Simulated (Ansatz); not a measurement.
A made-up structure of CHOSi, doublet:

```
atom    x (Å)    y (Å)    z (Å)
  C1   0.1813  -0.6443   0.9541
 Si2  -0.8482  -0.0386  -0.7563
  O3   1.0941  -0.7025   0.2192
  H4   0.0628  -0.8256   1.9917
```

It is relaxed with PBE-D4/def2-SVP and then PBE0-D4/def2-TZVP (Ansatz 0.2.0). Atoms count as bonded within 1.22 times the sum of their covalent radii (H–H: 0.88 Å). The end point is not checked to be a true minimum.

**Question.** Does its bonding change? (A judgement: the text doesn't fix the answer.)

**Answer.** By the calculation: Yes. Formed: Si2–O3; broken: none.

Where it ends: The first stage lowers the energy by 0.85 eV in 10 steps. It ends as CHOSi ([CH]1[O][Si]1):
```json
{"atom": "C1", "x (Å)": "-0.0154", "y (Å)": "-0.5925", "z (Å)": "0.9450"}
{"atom": "Si2", "x (Å)": "-0.6127", "y (Å)": "-0.1217", "z (Å)": "-0.6292"}
{"atom": "O3", "x (Å)": "1.0107", "y (Å)": "-0.6551", "z (Å)": "0.0990"}
{"atom": "H4", "x (Å)": "0.1075", "y (Å)": "-0.8416", "z (Å)": "1.9940"}
```

Labels in which every atom is bracketed show which atoms are joined, not bond orders.

For scale, one of the runs: PBE0-D4/def2-TZVP relaxation, 105 basis functions, launched by `ansatz run in.yaml --threads 2 --pin off --events-out ev --progress --plain --max-ram 4352MiB`. Hardware: 2 CPU threads of an Arm Neoverse V2, shared host. Wall time about 19 s.
